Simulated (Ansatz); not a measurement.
Input for Ansatz (a first-principles code): R-CCSD(T)/aug-cc-pVTZ on C2H4 (SMILES C=C).

Ansatz 0.2 input:
```yaml
crystal:
  periodic: [false, false, false]
  atoms:
    - {symbol: C, position_ang: [0.00000000, -0.59797089, 1.47742864]}
    - {symbol: C, position_ang: [0.00000000, 0.42131196, 2.33957848]}
    - {symbol: H, position_ang: [0.92113351, -1.02957102, 1.10653516]}
    - {symbol: H, position_ang: [-0.92113351, -1.02957102, 1.10653516]}
    - {symbol: H, position_ang: [-0.92393815, 0.85124826, 2.70694633]}
    - {symbol: H, position_ang: [0.92393815, 0.85124826, 2.70694633]}
basis:
  gaussian:
    orbitals: aug-cc-pVTZ
magnetization: {spin_polarized: false}
correlation: {method: ccsd_t, electrons: outside_noble_gas}
scf: {lower_state_search: off}
```

Program output:

```
WARN ansatz: RAYON_NUM_THREADS=1 ignored (pool sized by the plan → 1); use --threads N
Functional definition: HF
these checks for a lower state are left out or cut short: stability, starts, cluster_reference, orbital_swaps, neighbouring_geometries, increment
integrals: 0.65 GiB planned
1034 factors; integrals over basis functions are off by at most 8.2e-4 eV
mean field: 0.38 GiB planned
mean field evaluation 1: about -2122.4072 eV, gradient 2.7e1 eV
mean field evaluation 2: about -2122.4084 eV, gradient 2.7e1 eV
mean field evaluation 4: about -2124.2286 eV, gradient 2.0e0 eV
mean field evaluation 8: about -2124.2437 eV, gradient 9.4e-5 eV
mean field -2124.24370632 eV, -78.0645163431 hartree, gradient 1.9e-6 eV, S^2 0.000000; 0 other end points of the search recorded, 0 dependent functions left out
2 core orbitals not correlated
reference -2124.24370632 eV, -78.0645163431 hartree; 6, 6 occupied and 176, 176 virtual orbitals, 1034 factors
second order -9.25124750 eV of doubles, -0.00000000 eV of singles
coupled cluster: 1.25 GiB planned
cycle   1  -9.59094473 eV  change   -3.4e-1 eV  update   6.3e-2
cycle   2  -9.85075585 eV  change   -2.6e-1 eV  update   2.1e-2
cycle   3  -9.89718467 eV  change   -4.6e-2 eV  update   9.2e-3
cycle   4  -9.89598429 eV  change    1.2e-3 eV  update   2.5e-3
cycle   5  -9.89649984 eV  change   -5.2e-4 eV  update   5.9e-4
cycle   6  -9.89648302 eV  change    1.7e-5 eV  update   1.5e-4
cycle   7  -9.89647072 eV  change    1.2e-5 eV  update   3.6e-5
cycle   8  -9.89648357 eV  change   -1.3e-5 eV  update   1.0e-5
perturbative correction -0.42287641 eV, -0.0155404215 hartree
Total energy: -2134.56306630 eV, -78.4437458278 hartree
Checks for a lower state left out: stability, starts, cluster_reference, orbital_swaps, neighbouring_geometries, increment
```

The run converged.

Cost: roughly 21 core-seconds.
